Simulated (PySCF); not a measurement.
**Ionisation energy of Si by level of theory**

Si [Ne] 3s2 3p2 (3P) → Si⁺ [Ne] 3s2 3p1 (2P), as a difference of total energies. All numbers are calculated (PySCF 2.14, scalar relativity by spin-free X2C-1e, in jorge-DZP-DKH (7s4p1d, 24 functions)). Correlated levels: valence: [Ne] frozen. The calculations carry no spin-orbit coupling.

Q: Order these methods by the ionisation energy they give, lowest first.
A. SCS-MP2 (valence)
B. CCSD (valence)
C. MP2 (valence)
D. TPSS

A: A (7.832 eV), C (7.905 eV), B (7.925 eV), D (8.185 eV).

Errors of the correlated levels include the incompleteness of this basis and the frozen core.

For comparison: 8.157 eV (measured; NIST levels, between the centres of gravity of the two terms).
